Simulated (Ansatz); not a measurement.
in.yaml

```yaml
crystal:
  periodic: [false, false, false]
  atoms:
    - {symbol: Al, position_ang: [-0.100496, 0.000000, 0.000000]}
    - {symbol: H, position_ang: [-0.893420, 1.373384, 0.000000]}
    - {symbol: H, position_ang: [-0.893419, -1.373384, 0.000000]}
    - {symbol: H, position_ang: [1.580504, 0.000000, 0.000000]}
    - {symbol: H, position_ang: [2.896504, 0.000000, 0.000000]}
basis:
  gaussian: {orbitals: 6-31G}
magnetization: {spin_polarized: false, initial_magnetization: 1}
correlation: {method: fci, electrons: outside_noble_gas}
```

```sh
$ ansatz run in.yaml --threads 1 --pin off --events-out ev --progress --plain --max-ram 2393MiB
```

Q: Roughly how long does this take on 1 thread of Arm Neoverse V2, shared host, and how much host memory?

A: 2 s wall and 0.1 GiB.

```
451 factors; integrals over basis functions are off by at most 1.1e-7 eV
mean field evaluation 1: about -6640.5509 eV, gradient 6.9e0 eV
mean field evaluation 2: about -6640.5546 eV, gradient 6.9e0 eV
mean field evaluation 4: about -6641.4117 eV, gradient 1.2e0 eV
mean field evaluation 8: about -6641.4571 eV, gradient 1.3e-4 eV
mean field -6641.45714932 eV, -244.0690484961 hartree, gradient 2.8e-6 eV, S^2 0.750000; 0 other end points of the search recorded, 0 dependent functions left out
mean field evaluation 16: about -6641.5004 eV, gradient 1.3e0 eV
5 core orbitals not correlated: weight in the atoms' cores, before any rotation towards them, 1.000 or more for the frozen orbitals, at most 0.000 for the correlated occupied ones
reference -6641.45714932 eV, -244.0690484961 hartree; 4, 3 occupied and 12, 13 virtual orbitals, 451 factors
state -6643.28969608 eV, -244.1363933473 hartree
Total energy: -6643.28969608 eV, -244.1363933473 hartree
```

Natural occupations: 1.9717 1.9630 1.9590 0.9984 0.0412 0.0222 0.0207 0.0070 0.0046 0.0045 0.0040 0.0014 0.0010 0.0009 0.0004 0.0000.
